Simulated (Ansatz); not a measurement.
**C3H3F: ionisation energy by level of theory**

The task here is to estimate one member of a computed series from the others.

Computed with Ansatz 0.2.0, Gaussian basis. Level: unrestricted cation, the program's frozen cores in correlated methods.

The runs, in order: UKS PBE-D4/def2-TZVPP; UKS r2SCAN-D4/def2-TZVPP; UKS PBE0-D4/def2-TZVPP; UKS B3LYP-D4/def2-TZVPP; UKS wB97X-V/def2-TZVPP; UKS wB97M-V/def2-TZVPP; UKS B2PLYP/def2-TZVPP; UHF-CCSD(T)/def2-TZVPP; UHF-MP2/def2-QZVPP; extrapolation to the limit; then −ε(HOMO) from the neutral's earlier runs with LDA (SPW92), PBE-D4, revPBE-D4, BLYP-D4, r2SCAN-D4, B97M-V, PBE0-D4, B3LYP-D4, r2SCANh-D4, r2SCAN0-D4, HSE06-D4, BHLYP-D4, CAM-B3LYP-D4, LC-ωPBE, ωB97X-V, ωB97M-V.

## Structure used throughout

All runs share one geometry, relaxed beforehand with PBE0-D4 in a triple-zeta def2 set.

SMILES `FC1C=C1`, 7 atoms, charge 0, spin multiplicity 1.

Atoms are counted from 1 here; the program's logs count them from 0.

Bond lengths: F1–C2 1.387 Å, C2–C3 1.459 Å, C2–C4 1.459 Å, C2–H5 1.087 Å, C3–C4 1.300 Å, C3–H6 1.077 Å, C4–H7 1.077 Å. Angles: F1–C2–C3 118.4°, F1–C2–C4 118.4°, F1–C2–H5 108.2°, C3–C2–C4 52.9°, C3–C2–H5 124.9°, C4–C2–H5 124.9°, C2–C3–C4 63.5°, C2–C3–H6 147.0°, C4–C3–H6 149.4°, C2–C4–C3 63.5°, C2–C4–H7 147.0°, C3–C4–H7 149.4°.

Geometry (Å):

```
atom    x (Å)    y (Å)    z (Å)
  F1  -1.5304  -0.9811   0.0107
  C2  -0.5189  -0.1493  -0.4461
  C3   0.1826   0.6869   0.5222
  C4   0.8301  -0.3472   0.0732
  H5  -0.7553   0.1452  -1.4653
  H6   0.1409   1.5433   1.1745
  H7   1.7122  -0.9658   0.0851
```

Set-up of the first run:

Input file in.yaml:

```yaml
crystal:
  periodic: [false, false, false]
  atoms:
    - {symbol: F, position_ang: [-1.530436, -0.981062, 0.010749]}
    - {symbol: C, position_ang: [-0.518892, -0.149288, -0.446066]}
    - {symbol: C, position_ang: [0.182627, 0.686855, 0.522154]}
    - {symbol: C, position_ang: [0.830144, -0.347150, 0.073235]}
    - {symbol: H, position_ang: [-0.755271, 0.145208, -1.465326]}
    - {symbol: H, position_ang: [0.140947, 1.543328, 1.174509]}
    - {symbol: H, position_ang: [1.712182, -0.965789, 0.085146]}
basis:
  gaussian: {orbitals: def2-TZVPP}
total_charge: 1
magnetization: {spin_polarized: true, initial_magnetization: 1}
hamiltonian: {xc: pbe, dispersion: d4}
```

Run with:

```bash
> ansatz run in.yaml --threads 2 --pin off --events-out ev --progress --plain --max-ram 4352MiB
```

Steps of the session up to this table: Cation, UKS PBE-D4/def2-TZVPP; Cation, UKS r2SCAN-D4/def2-TZVPP; Cation, UKS PBE0-D4/def2-TZVPP; Cation, UKS B3LYP-D4/def2-TZVPP; Cation, UKS wB97X-V/def2-TZVPP; Cation, UKS wB97M-V/def2-TZVPP; Cation, UKS B2PLYP (frozen core)/def2-TZVPP; Cation, UHF-CCSD(T)/def2-TZVPP; Cation, UHF-MP2/def2-QZVPP.

One table of the session follows, with a row left open; its other results are not shown here.

It belongs to the step «Ionisation energies side by side». For comparison, −ε(HOMO) of the neutral from earlier runs:

```
  functional  −ε(HOMO) (eV)
 LDA (SPW92)           7.06
      PBE-D4           6.89
   revPBE-D4           6.83
     BLYP-D4           6.81
   r2SCAN-D4           7.19
      B97M-V           7.32
     PBE0-D4           8.43
    B3LYP-D4              ?
  r2SCANh-D4           7.76
  r2SCAN0-D4           8.62
    HSE06-D4           8.02
    BHLYP-D4           9.53
CAM-B3LYP-D4           9.87
     LC-ωPBE          11.20
     ωB97X-V          10.84
     ωB97M-V          10.74
```

Q: Estimate the row for B3LYP-D4 from the others.

Worked estimate for «−ε(HOMO) (eV)». Against the share of exact exchange, BLYP-D4 (0, 6.81), BHLYP-D4 (0.5, 9.53) give a slope of 5.44 per unit share; at 0.2 the line stands at 7.90.

The run gave: −ε(HOMO) (eV): 8.20. In «−ε(HOMO) (eV)» the line misses by -0.30.
